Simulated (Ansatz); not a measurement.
Predict the output of the script below (Ansatz's Python interface).

Script `c3h6clf_spin.py`:
```python
"""Vertical spin-state energies of C3H6ClF."""

import ansatz as az
from ase import Atoms

config = {
    "basis_set": "def2-SVPD",
    "xc": "PBE0",
}


def main() -> None:
    atoms = Atoms(["F", "C", "C", "C", "Cl", "H", "H", "H", "H", "H", "H"], positions=[
        [-1.6796, -0.4428, 0.9014],
        [-0.5597, 0.2446, 1.1337],
        [0.4826, -0.3241, 0.2113],
        [0.2727, -0.1169, -1.2544],
        [0.317, 1.5778, -1.7407],
        [-0.2992, 0.0964, 2.1834],
        [-0.6882, 1.3203, 0.9865],
        [0.6258, -1.3862, 0.4073],
        [1.4925, 0.1314, 0.5127],
        [0.9184, -0.6774, -1.8426],
        [-0.8169, -0.4803, -1.478],
    ])
    mol = az.Crystal.molecule_from_ase(atoms)

    setup = (
        mol.calculation()
        .basis(gaussian=config["basis_set"])
        .functional(config["xc"])
    )
    found = {}
    for unpaired in [0, 2]:
        report = setup.spin("collinear", total=unpaired).run(threads=1).report
        s = unpaired / 2
        found[unpaired] = report["free_energy_ev"]
        print(f"2S+1 = {unpaired + 1}: E = {found[unpaired]:.5f} eV, <S^2> = {abs(report['mean_field']['state']['spin_squared']):.3f} (pure state {s * (s + 1):.2f})")
    lowest = min(found, key=found.get)
    for unpaired, e in found.items():
        print(f"multiplicity {unpaired + 1}: {96.485332 * (e - found[lowest]):.1f} kJ/mol above the lowest")


if __name__ == "__main__":
    main()
```

Running `python c3h6clf_spin.py` prints:
```text
2S+1 = 1: E = -18429.90223 eV, <S^2> = 0.000 (pure state 0.00)
2S+1 = 3: E = -18423.02268 eV, <S^2> = 2.005 (pure state 2.00)
multiplicity 1: 0.0 kJ/mol above the lowest
multiplicity 3: 663.8 kJ/mol above the lowest
```

In order: multiplicity 1 (+0.00 eV) and multiplicity 3 (+6.88 eV), all at the one geometry.

Notes:
- Total energies depend on the basis set; only differences at equal settings carry meaning.
- The geometry is a force-field or estimated start, not a minimum of this method, and the basis set is short of its limit. All parts are taken at fixed geometry, without zero-point energy.
- Hardware and time: 52 s on 1 thread of Intel(R) Xeon(R) Processor @ 2.30GHz, on a shared host, peak memory 0.79 GiB.
